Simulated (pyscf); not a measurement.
Structures and frequencies: ωB97X-D3(BJ)/def2-SVP in PySCF. MP2 and CC: frozen core, UHF for open shells. ΔMP2 is the change of the MP2 total energy from the triple- to the quadruple-zeta basis.

### Question
What is the homolytic dissociation enthalpy (298 K, CCSD(T)/def2-TZVPP + ΔMP2(QZVPP)) of the B–O bond of H₃C–O–BH–OH, to H₃C–O• + [HB–OH]•?

### Answer
B–O to H₃C–O• + [HB–OH]•: 580.7 kJ/mol. The radicals are drawn with the spin at the cut bond; how far it spreads was not checked. H₃C–O• lies 29.4 kJ/mol over its isomer •H₂C–OH, and others may lie lower still (electronic energy, ωB97M-D3(BJ)). [HB–OH]• lies 24.5 kJ/mol over its isomer H₂B–O•, and others may lie lower still (electronic energy, ωB97M-D3(BJ)). The CCSD(T) − MP2 part came from Ansatz, without density fitting, on the same reference.
